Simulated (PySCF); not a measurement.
Working out the ionisation energy of N

N [He] 2s2 2p3 (4S) → N⁺ [He] 2s2 2p2 (3P). Computed with PySCF 2.14 in x2c-TZVPPall with one added diffuse shell each of s, p, d type (6s4p3d1f, 40 functions), with scalar relativity by spin-free X2C-1e. Frozen: 1s2. Energies in hartree (1 hartree = 27.21139 eV):

| part | N (lower) | N⁺ (upper) |
| --- | --- | --- |
| UHF | -54.432063 | -53.921566 |
| CCSD correlation | -0.111574 | -0.091822 |
| (T) | -0.002390 | -0.001584 |

**Question.** What does Hartree-Fock give?

**Answer.** (-53.921566) − (-54.432063) = 0.510497 hartree = 13.891 eV.

**Question.** What do CCSD and CCSD(T) give?

**Answer.** The CCSD correlation energies differ by 0.019752 hartree = 0.537 eV and the triples by 0.000806 hartree = 0.022 eV, so CCSD gives 14.428 eV and CCSD(T) 14.450 eV.

Measured between the centres of the two terms (NIST): 14.545 eV, so CCSD(T) (valence) is off by -0.095 eV.

What remains against the reference includes basis incompleteness, the frozen core and higher excitations.
